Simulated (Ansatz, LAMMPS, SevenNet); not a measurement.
# fcc Pd, elastic constant C12

Reference value: 176 GPa (measured, 0 K, extrapolated to 0 K; zero-point effects included; as tabulated in Malica and Corso (2021), arXiv:2109.00459).

| level (code) | value (GPa) | cell (Å³/atom) |
|---|---|---|
| Lennard-Jones jacobson2022 (LAMMPS) | 278 | 14.59 |
| MEAM library.meam-Pd (LAMMPS) | 176 | 14.72 |
| SevenNet-0 | 150 | 15.47 |
| SevenNet-l3i5 | 147 | 15.46 |
| LDA (Ansatz) | 205 | 14.15 |
| PBE (Ansatz) | … | 15.33 |
| PBEsol (Ansatz) | 184 | 14.55 |
| r²SCAN (Ansatz) | … | 14.93 |

Task: Some entries are withheld; supply them.

Result: 
- PBE (Ansatz, an electronic-structure program), value (GPa): 152
- r²SCAN (Ansatz), value (GPa): 170

Differences against the reference: Lennard-Jones jacobson2022 +58 %, MEAM library.meam-Pd 0.0 %, SevenNet-0 -14.8 %, SevenNet-l3i5 -16.5 %, LDA +16.5 %, PBE -13.6 %, PBEsol +4.5 %, r²SCAN -3.4 %.

Once the reference is moved by up to 3.3 % (a margin picked here for doubts on the reference and the settings, and for temperature and zero-point motion) and values within 1.7 % count as equal, the nearest can be MEAM library.meam-Pd (0.0 %), r²SCAN (-3.4 %) or PBEsol (+4.5 %). Farthest off among them: Lennard-Jones jacobson2022 (+58 %). Within 20 %: MEAM library.meam-Pd, SevenNet-0, SevenNet-l3i5, LDA, PBE, PBEsol, r²SCAN.

The measured value isn't corrected to a static lattice, so vibrations enter the comparison. The crystal itself was run without spin with LDA, PBE, PBEsol, r²SCAN; a magnetic state was not tried in these runs. Each level is taken at its own relaxed cell. Cutoffs differ between the levels. Ansatz's density-functional and Hartree–Fock values are scalar-relativistic unless marked +SOC, with PAW data made under PBE.

Empirical potentials (Lennard-Jones jacobson2022, MEAM library.meam-Pd) are fitted to chosen data: where that held the value shown, agreement is built in, and what lay outside the fit can be far off. Machine-learned potentials (SevenNet-0, SevenNet-l3i5) are trained on DFT data: a solid inside that data is no test of them.

Differences are worked out from the printed values.
